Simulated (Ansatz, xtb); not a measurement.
Two isomers of CH6NO2+

Structure I is `OC[NH2+]O`, a singlet and structure II is `[NH3+]OCO`, a singlet. Both are isolated ions in the gas phase, relaxed with PBE0-D3(BJ)/def2-SVP; the shapes shown needn't be the lowest conformers.

I (Å):

```yaml
atoms:
  - { symbol: C, position_ang: [-0.7797, -2.1775, 1.0542] }
  - { symbol: N, position_ang: [-0.6814, -1.7578, -0.3802] }
  - { symbol: O, position_ang: [-1.2882, -1.0595, 1.6597] }
  - { symbol: O, position_ang: [0.0882, -0.6318, -0.5426] }
  - { symbol: H, position_ang: [-1.0892, -1.0336, 2.6051] }
  - { symbol: H, position_ang: [-1.4461, -3.0598, 1.0737] }
  - { symbol: H, position_ang: [0.2399, -2.4559, 1.3708] }
  - { symbol: H, position_ang: [-0.2404, -2.4905, -0.9561] }
  - { symbol: H, position_ang: [-1.6319, -1.5962, -0.7601] }
  - { symbol: H, position_ang: [-0.2367, -0.0165, 0.1468] }
```

II (Å):

| atom | x (Å) | y (Å) | z (Å) |
| --- | --- | --- | --- |
| C | 0.0122 | -0.9277 | 0.2291 |
| N | -1.5880 | -2.1732 | 1.3260 |
| O | -0.2835 | -1.7354 | 1.4024 |
| O | -0.3940 | -1.5856 | -0.8948 |
| H | -2.2575 | -1.4648 | 1.6749 |
| H | -1.6646 | -3.0215 | 1.9054 |
| H | -0.5420 | 0.0224 | 0.3067 |
| H | 1.0936 | -0.7578 | 0.3259 |
| H | 0.3061 | -2.1502 | -1.2525 |
| H | -1.8000 | -2.4016 | 0.3293 |

Energies in hartree; the thermal terms are from PBE0-D3(BJ)/def2-SVP harmonic frequencies (ideal gas, rigid rotor, one conformer each, 298.15 K, 1 atm) and include the zero-point energy:

```
                               I           II
E, CCSD(T)/def2-TZVP  −246.229588  −246.230295
   zero-point energy     0.089025     0.089163
        H(298 K) − E     0.094920     0.094865
        G(298 K) − E     0.061793     0.062210
```

Work out ΔE, ΔE₀, ΔH and ΔG for I → II in kcal/mol (1 Eh = 627.51 kcal/mol) and the equilibrium ratio [II]/[I].

1. ΔE = −246.230295 − (−246.229588) = −0.000707 Eh = −0.44 kcal/mol.
2. ΔE₀ = ΔE + ΔZPE = −0.000707 + (+0.000138) Eh = −0.36 kcal/mol.
3. ΔH = ΔE + (−0.000055) Eh = −0.48 kcal/mol.
4. ΔG = ΔE + (+0.000417) Eh = −0.18 kcal/mol, so ΔS = (ΔH − ΔG)/T = −4.2 J/(mol K).
5. kT = 0.9442 mEh, so K = [II]/[I] = exp(−ΔG/kT) = exp(+0.31) ≈ 1.4.

The two are too close for this level to say which is favoured. An error of 1 kcal/mol in ΔG would change K by a factor of 5.4. Mirror images and further conformers aren't counted.

As drawn, II has 1 C–O, 1 N–H in place of 1 C–N, 1 O–H.

Other levels gave ΔE = −0.3 (GFN2-xTB); −9.6 (HF/STO-3G, GFN2-xTB geometries); −1.5 (r2SCAN-D4/def2-SVP, GFN2-xTB geometries); −0.1 (PBE0-D3(BJ)/def2-SVP); +0.3 (HF/def2-TZVP); −0.1 (MP2/def2-TZVP) kcal/mol. The correlated steps freeze 4 core orbitals. Programs: Ansatz 0.2.0, xtb 6.7.1.
